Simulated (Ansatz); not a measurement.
# The cluster Cd₃−: structure and electronic state

What does the cluster Cd₃− look like as a doublet, and where do its frontier electrons sit?

Computed with Ansatz 0.2.0, Gaussian basis. Level: UKS PBE0/def2-TZVPD.

Plan: relaxation at r2SCAN/def2-TZVPD; a single point at PBE0/def2-TZVPD.

1 further run of the same task is left out (it didn't finish). Runs told in other sessions of the task aren't counted.

### Step 1. Where the work starts

3 atoms, charge -1, spin multiplicity 2.

Atoms are counted from 1 here; the program's logs count them from 0.

Bond lengths: Cd1–Cd2 2.907 Å, Cd1–Cd3 2.904 Å, Cd2–Cd3 2.908 Å. Angles: Cd2–Cd1–Cd3 60.1°, Cd1–Cd2–Cd3 59.9°, Cd1–Cd3–Cd2 60.0°.

As a file:

```xyz
3
charge -1, multiplicity 2
Cd   -1.0719    1.0469   -0.7532
Cd    1.5078   -0.2906   -0.6797
Cd   -0.4359   -0.7564    1.4329
```

Cd takes a core potential in the def2 sets. No spin-orbit coupling is included. The ion is computed in the gas phase, without counter-ions or solvent.

The start is a GFN1-xTB geometry.

### Step 2. Optimising with r2SCAN/def2-TZVPD

Contents of in.yaml:

```yaml
crystal:
  periodic: [false, false, false]
  atoms:
    - {symbol: Cd, position_ang: [-1.071890, 1.046940, -0.753200]}
    - {symbol: Cd, position_ang: [1.507810, -0.290560, -0.679660]}
    - {symbol: Cd, position_ang: [-0.435920, -0.756380, 1.432860]}
basis:
  gaussian: {orbitals: def2-TZVPD}
total_charge: -1
magnetization: {spin_polarized: true, initial_magnetization: 1}
hamiltonian: {xc: r2scan}
scf: {lower_state_search: "off"}
output: {orbitals: {seedname: orbitals}}
relax: {f_tol: 0.02, max_steps: 100}
```

Started as:

```sh
$ ansatz run in.yaml --threads 4 --pin off --events-out ev --progress --plain --max-ram 3916MiB
```

Further steps of the session: Single point, PBE0/def2-TZVPD.

Q: Predict the results of all the runs planned. Wanted: point group; commonest bond; HOMO, LUMO at PBE0/def2-TZVPD; ⟨S²⟩.

The runs gave:

| quantity | value |
| --- | --- |
| point group | D3h |
| commonest bond | Cd–Cd, 3 of mean length 2.955 Å |
| HOMO, LUMO at PBE0/def2-TZVPD (over both spins) | 0.82, 2.32 eV |
| ⟨S²⟩ | 0.753 |

In words: The molecule keeps its bonding pattern by the stored test; the atoms moved 0.03 Å (rms). No usable vibrations, so a minimum isn't proven. Doubts on the single point: highest occupied level lies above zero. Whether this spin is the lowest isn't tested here.

The anion's highest level is positive in at least one run, so there the basis alone may hold the extra electron.
